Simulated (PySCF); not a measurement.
**Frontier orbitals and the lowest excitations**

Compound: 1,4-cyclohexadiene, C₆H₈.
Cartesian coordinates in Å at the GFN2-xTB level; atoms count from 1:
```
atom  x, y, z in Å
C1    -0.303    1.362   -0.195
C2     0.969    1.006   -0.184
C3     1.436   -0.402    0.010
C4     0.302   -1.362    0.191
C5    -0.969   -1.006    0.182
C6    -1.436    0.402   -0.013
H7    -0.583    2.397   -0.341
H8     1.749    1.744   -0.320
H9     2.101   -0.451    0.883
H10    2.042   -0.709   -0.852
H11    0.583   -2.398    0.335
H12   -1.749   -1.744    0.319
H13   -2.042    0.710    0.848
H14   -2.100    0.450   -0.885
```

Level of theory: TDDFT B3LYP/def2-SVPD, vertical, gas phase, core orbitals frozen in the response (PySCF).

Frontier orbitals with the atoms that hold most of them (Löwdin shares over 4%, at most four atoms; ? is withheld):

```tsv
orbital	ε (eV)	atoms
LUMO+2	0.85	C2 15%, C1 15%, C5 15%, C4 15%
LUMO+1	0.61	C4 10%, C2 10%, C1 10%, C5 10%
LUMO	0.12	?
HOMO	-6.50	?
HOMO-1	-7.30	C1 21%, C2 21%, C5 20%, C4 20%
HOMO-2	-8.54	C3 13%, C6 13%, C4 12%, C2 12%
HOMO-3	-9.62	C3 13%, C6 13%, C5 13%, C4 13%
```

Problem. Which atoms hold the LUMO, and with what shares?

Solution. C4 (bonded to 2 C and H) 18%; C5 (bonded to 2 C and H) 18%; C2 (bonded to 2 C and H) 18%; C1 (bonded to 2 C and H) 18%.

Problem. Give the leading atoms of the HOMO.

Solution. C4 (bonded to 2 C and H) 16%; C5 (bonded to 2 C and H) 16%; C2 (bonded to 2 C and H) 15%; C1 (bonded to 2 C and H) 15%.

Problem. The HOMO–LUMO gap is 6.61 eV. Where does the response calculation put the lowest singlet, and from which orbitals?

Solution. S1 is at 5.76 eV (f = 0.0000), 0.85 eV below the gap, made of HOMO→LUMO (97%). 

Problem. Give energy, strength and leading configuration of S1, S2 and S7, and follow the Löwdin shares of the leading atoms from the occupied to the empty orbital.

Solution. 
- S1 (5.76 eV, f 0.0000), HOMO→LUMO (97%): C4 16% → 18%, C5 16% → 18%
- S2 (6.16 eV, f 0.0019), HOMO→LUMO+1 (99%): C4 16% → 10%, C5 16% → 10%, C2 15% → 10%
- S7 (7.35 eV, f 0.0006), HOMO-2→LUMO (98%): C3 13% → at most 18%, C6 13% → at most 18%, C4 12% → 18%, C5 at most 13% → 18%
